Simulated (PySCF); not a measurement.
Reaction (SMILES): ClCl (Cl2) + [H][H] (H2) → 2 Cl (HCl)
B3LYP-D3(BJ)/def2-TZVP geometries, fixed; electronic energies without zero-point terms.

Basis-set convergence of the energy of full hydrogenation at PBE with PySCF. All functions are spherical. Density fitting with generated auxiliary sets. In sets without p functions on hydrogen, species with hydrogen take exact integrals. No added dispersion term, no relativity. Functions are those of the species that has most. Reference: the value in pcseg-4, -42.48 kcal/mol, itself unsure by roughly 0.11 kcal/mol (its mean distance from aug-pcseg-3, aug-cc-pV(Q+d)Z, cc-pV(5+d)Z). Deviations are taken from unrounded values.

| basis | functions |
|---|---|
| def2-SV(P) | 36 |
| def2-SVP | 36 |
| def2-SVPD | 54 |
| def2-TZVP | 74 |
| def2-TZVPP | 84 |
| def2-TZVPD | 92 |
| def2-TZVPPD | 102 |
| def2-QZVPP | 140 |
| def2-QZVPPD | 158 |

Task: Which is the smallest def2 set listed that can be trusted to 1 kcal/mol here, that is, within that of the reference together with its larger relatives (same family, alike in diffuse functions; a set with none to test it counts only in the reference's own line)?

Result: The smallest set listed that lies within 1 kcal/mol of the reference with all its larger relatives (same family, alike in diffuse functions; a set with none counts only in the reference's own line) is def2-TZVPP (84 functions, 0.18 kcal/mol off). Value minus reference: def2-SV(P) 6.94, def2-SVP -2.61, def2-SVPD -9.23, def2-TZVP 1.33, def2-TZVPP 0.18, def2-TZVPD 0.11, def2-TZVPPD -0.64, def2-QZVPP -0.05, def2-QZVPPD -0.21 kcal/mol.
